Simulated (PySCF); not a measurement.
# HOF (hypofluorous acid): levels of theory compared

We compute a comparison of 6 runs (HF/STO-3G, HF/3-21G, BHLYP/aug-cc-pVTZ, PBE0/aug-cc-pVTZ, r2SCAN/aug-cc-pVTZ, wB97M-V/aug-cc-pVTZ) of HOF (hypofluorous acid). The job is set up through a Python script.

The results are computed with PySCF 2.14.0.

1 further run of the same task is left out (set aside as unsound or not needed).

## Step 1: Starting point

HOF: 3 atoms, total charge 0, spin state singlet. SMILES: `OF`. One bond was lengthened or shortened from a relaxed shape.

Bond lengths: O1–F2 1.386 Å, O1–H3 1.117 Å. Angles: F2–O1–H3 102.3°.

## Step 2: A single-point energy at HF/STO-3G (run 1)

calc.py reads:

```python
from pyscf import gto, scf

molecule = gto.Mole()
molecule.atom = '''
O    0.506939  -0.103237   0.270703
F   -0.119491   1.114343   0.057083
H   -0.202430  -0.823300  -0.203980
'''
molecule.basis = 'sto-3g'
molecule.max_memory = 1860
molecule.spin = 0
molecule.verbose = 3
molecule.build()

myscf = scf.RHF(molecule)
myscf.conv_tol = 1e-10
myscf.kernel()
if not myscf.converged:
    myscf = myscf.newton().run(myscf.mo_coeff, myscf.mo_occ)

e_final = myscf.e_tot
print('E = %.10f Eh' % e_final)
```

Run with:

```sh
$ OMP_NUM_THREADS=1 python calc.py
```

Output:

```text
converged SCF energy = -172.361811293424
E = -172.3618112934 Eh
```

Wall time 0.64 s (1 thread of Arm Neoverse V1, shared host); peak memory 0.099 GiB.

## Step 3: A single-point energy at HF/3-21G (run 2)

job.py reads:

```python
from pyscf import gto

mol = gto.Mole()
mol.atom = [
    ('O', (0.506939, -0.103237, 0.270703)),
    ('F', (-0.119491, 1.114343, 0.057083)),
    ('H', (-0.202430, -0.823300, -0.203980)),
]
mol.max_memory = 1860
mol.verbose = 4
mol.spin = 0
mol.basis = '3-21g'
mol.charge = 0
mol.build()

mf = mol.RHF()
mf.conv_tol = 1e-10
mf.kernel()
if not mf.converged:
    mf = mf.newton().run(mf.mo_coeff, mf.mo_occ)

energy = mf.e_tot
print('Final energy', energy)
```

Run with:

```sh
$ OMP_NUM_THREADS=1 python job.py
```

Output:

```text
PySCF version 2.14.0

[... 59 lines left out ...]
converged SCF energy = -173.784388791748
Final energy -173.78438879174834
```

Run time: 0.81 s. Hardware: 1 thread of Arm Neoverse V1, shared host; peak memory 0.12 GiB.

Runs 3 to 4 aren't shown in full; the table further down has their settings and results.

## Step 4: A single-point energy at r2SCAN/aug-cc-pVTZ (run 5)

job.py reads:

```python
from pyscf import gto, dft

mol = gto.M(
    atom=[
    ('O', (0.506939, -0.103237, 0.270703)),
    ('F', (-0.119491, 1.114343, 0.057083)),
    ('H', (-0.202430, -0.823300, -0.203980)),
],
    max_memory=1860,
    basis='aug-cc-pvtz',
    verbose=3,
    charge=0,
)

myscf = dft.RKS(mol)
myscf.xc = 'r2scan'
myscf.conv_tol = 1e-10
myscf.grids.level = 5
myscf.kernel()
if not myscf.converged:
    myscf = myscf.newton().run(myscf.mo_coeff, myscf.mo_occ)

etot = myscf.e_tot
print('E = %.10f Eh' % etot)
```

Run with:

```sh
$ OMP_NUM_THREADS=1 python job.py
```

Output:

```text
converged SCF energy = -175.518212619038
E = -175.5182126190 Eh
```

Wall time 20 s (1 thread of Arm Neoverse V1, shared host); peak memory 0.63 GiB.

## Step 5: A single-point energy at wB97M-V/aug-cc-pVTZ (run 6)

job.py reads:

```python
from pyscf import gto, dft

molecule = gto.M(
    atom=[
    ('O', (0.506939, -0.103237, 0.270703)),
    ('F', (-0.119491, 1.114343, 0.057083)),
    ('H', (-0.202430, -0.823300, -0.203980)),
],
    basis='aug-cc-pvtz',
    max_memory=1860,
    verbose=3,
)

ks = dft.RKS(molecule, xc='wb97m-v')
ks.conv_tol = 1e-10
ks.grids.level = 5
ks.nlcgrids.level = 1
ks.kernel()
if not ks.converged:
    ks = ks.newton().run(ks.mo_coeff, ks.mo_occ)

energy = ks.e_tot
print(f'total energy: {energy:.8f} hartree')
```

Run with:

```sh
$ OMP_NUM_THREADS=1 python job.py
```

Output:

```text
converged SCF energy = -175.547911839556
total energy: -175.54791184 hartree
```

Wall time 40 s (1 thread of Arm Neoverse V1, shared host); peak memory 0.65 GiB.

## Step 6: Overview of the runs

```
run                level  integration grid  nlc grid  energy (Eh)  dipole moment (D)  HOMO energy (eV)  LUMO energy (eV)  wall time
  1            HF/STO-3G                 –         –  -172.361811               1.41            -10.50             11.77     0.64 s
  2             HF/3-21G                 –         –  -173.784389               2.51            -13.89              4.93     0.81 s
  3    BHLYP/aug-cc-pVTZ                 5         –  -175.510291               2.16            -11.09             -0.43       11 s
  4     PBE0/aug-cc-pVTZ                 5         –  -175.419985               2.03             -9.00             -1.07       10 s
  5   r2SCAN/aug-cc-pVTZ                 5         –  -175.518213               1.98             -7.38             -2.03       20 s
  6  wB97M-V/aug-cc-pVTZ                 5         1  -175.547912               2.04            -11.59              0.04       40 s
```

## Step 7: What came out

```
            quantity          value
 run 6: total energy  -175.54791 Eh
run 6: dipole moment         2.04 D
  run 6: HOMO energy      -11.59 eV
  run 6: LUMO energy        0.04 eV
run 6: HOMO–LUMO gap       11.64 eV
```

**Reading.** The dipole moment (its size) runs from 1.41 D (HF/STO-3G) to 2.51 D (HF/3-21G). The HOMO–LUMO gap runs from 5.35 eV (r2SCAN/aug-cc-pVTZ) to 22.27 eV (HF/STO-3G). The two ends differ in method and basis. Totals of different functionals can't be ranked against each other. In run 1 the basis is minimal, so the values are rough. All runs together took 83 s, the longest 40 s.
